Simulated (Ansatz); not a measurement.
System: rock-salt RbBr. Method: PBE (Ansatz, an electronic-structure program, PAW).

Total energies, extrapolated to zero smearing (they compare only within this program, potentials and cutoff; free atoms with spin allowed, lowest state found):

```tsv
system	energy (eV/atom)
rock-salt RbBr, relaxed	-3027.0356
free Rb atom	-3266.5764
free Br atom	-2781.8028
```

Q: Work out the cohesive energy per atom.

A: E_coh = [1 × (-3266.5764) + 1 × (-2781.8028)]/2 − (-3027.0356) = 2.85 eV/atom. The reference value is 3.06 eV/atom (measured, zero-point energy (Debye) added; as tabulated in Doll and Stoll (1998), arXiv:cond-mat/9801031), not set against a level without spin–orbit coupling.

Spin–orbit coupling is left out; its size isn't shown.

The PAW data were made under PBE.
